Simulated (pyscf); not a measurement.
**Four-centre exchange: H₂Al–PH₂ + H₂O → PH₃ + HO–AlH₂**

Gas phase, singlet surface, charge 0. Bonds broken: P1–Al2, O7–H8. Bonds formed: P1–H8, Al2–O7. Single points on ωB97X-D3(BJ)/def2-SVP structures (PySCF, gas phase). Correlated levels are frozen-core, on RHF or UHF. ΔMP2 is the change of the MP2 total energy from the triple- to the quadruple-zeta basis.

Transition state (Å):

```xyz
9

P     -1.9140    -1.6186    -0.5973
Al    -0.8074     0.2943     0.4126
H     -1.9066    -2.8935     0.0030
H     -3.1459    -1.5826    -1.2802
H     -0.0511    -0.1386     1.7431
H     -1.6419     1.6328     0.2642
O      0.2308    -0.0740    -1.0996
H     -0.5243    -1.0957    -1.3485
H      1.1925    -0.1024    -1.1661
```

One imaginary mode, 1257i cm⁻¹; descent along it reached the two sides named, in the forms told below.

```
bond    change  reactant side (Å)  saddle  product side
------  ------  -----------------  ------  ------------
P1–Al2  breaks              2.355   2.430         2.565
O7–H8   breaks              0.972   1.295           3.7
P1–H8    forms                2.8   1.664         1.414
Al2–O7   forms              2.036   1.871         1.731
```

Electronic energies relative to the separated reactants (eV):

| level | barrier | reaction energy | reverse barrier |
|---|---|---|---|
| ωB97X-D3(BJ)/def2-TZVP | -0.30 | -0.88 | 0.58 |
| PBE/def2-TZVP | -0.37 | -0.89 | 0.52 |
| r²SCAN/def2-TZVP | -0.43 | -0.99 | 0.56 |
| B3LYP-D3(BJ)/def2-TZVP | -0.29 | -1.04 | 0.74 |
| PBE0-D3(BJ)/def2-TZVP | -0.34 | -0.86 | 0.52 |
| M06-2X/def2-TZVP | -0.30 | -1.07 | 0.77 |
| ωB97M-D3(BJ)/def2-TZVP | -0.22 | -1.04 | 0.82 |
| HF/def2-TZVP | 0.29 | -1.15 | 1.44 |
| MP2/def2-QZVPP | -0.22 | -0.98 | 0.75 |
| CCSD/def2-TZVPP | -0.04 | -0.99 | 0.96 |
| CCSD(T)/def2-TZVPP | -0.13 | -0.97 | 0.84 |
| CCSD(T)/def2-TZVPP + ΔMP2(QZVPP) | -0.13 | -0.95 | 0.81 |

With CCSD(T)/def2-TZVPP + ΔMP2(QZVPP) energies and thermal terms (ideal gas, 1 atm, RRHO with modes under 100 cm⁻¹ raised to 100, one conformer, R ln 2 for chiral ones without a mode under 150 cm⁻¹), in eV:

| T (K) | ΔH‡ | ΔG‡ | ΔH | ΔG |
|---|---|---|---|---|
| 298 | -0.21 | 0.26 | -1.00 | -0.98 |
| 600 | -0.20 | 0.73 | -1.01 | -0.95 |
| 900 | -0.17 | 1.19 | -1.02 | -0.92 |
| 1200 | -0.13 | 1.64 | -1.01 | -0.89 |

On the reactant side the descent ends in an adduct with a Al–O contact, 0.99 eV under the separated species and 0.69 eV under the saddle at ωB97X-D3(BJ)/def2-TZVP. On the product side the descent ends in an adduct with a Al–P contact, 0.67 eV under the separated species and 1.25 eV under the saddle at ωB97X-D3(BJ)/def2-TZVP. At ωB97X-D3(BJ), PBE, r²SCAN, B3LYP-D3(BJ), PBE0-D3(BJ), M06-2X, ωB97M-D3(BJ), MP2, CCSD, CCSD(T), CCSD(T) the saddle lies under the separated reactants, which points to a path from their complex (located at ωB97X-D3(BJ) alone). What is counted as formed (Al–O) is already present as a longer contact in the reactant adduct; forming that adduct is a step of its own. What is counted as broken (Al–P) persists as a longer contact in the product adduct; parting that adduct is a step of its own. One saddle was located; it need not be the lowest between these sides. The CCSD(T) − MP2 part came from Ansatz, without density fitting, on the same reference.
